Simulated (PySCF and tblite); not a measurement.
Values are calculated unless marked as measured or tabulated.
Molecule: oxonium, H₃O (charge +1), numbered as in [OH3+:1].

The mean out-of-plane torsion at O1 (0° is planar) is held and the rest relaxed at GFN2-xTB. Energies: PBE0/pcSseg-1 + D3(BJ), IEF-PCM dimethylsulfoxide. (tblite 0.8, PySCF 2.14.)

The ion is treated without a counter-ion.

GFN2-xTB profile:

(out-of-plane angle °, kcal/mol): (-39, 0.94), (-31, 0.00), (-22, 0.61), (-12, 1.92), (0, 2.55), (12, 1.93), (22, 0.61), (31, 0.00), (39, 0.94)

(1) Give the DFT energy along the out-of-plane angle.

(2) Where is the lowest sampled point, and what does the planar form cost?

## Answers

(1) 
| out-of-plane angle ° | E kcal/mol |
| --- | --- |
| -39 | 0.00 |
| -31 | 0.40 |
| -22 | 1.78 |
| -12 | 3.36 |
| 0 | 3.99 |
| 12 | 3.35 |
| 22 | 1.78 |
| 31 | 0.42 |
| 39 | 0.03 |

(2) At -39°; the point at 0° lies 3.99 kcal/mol above it.
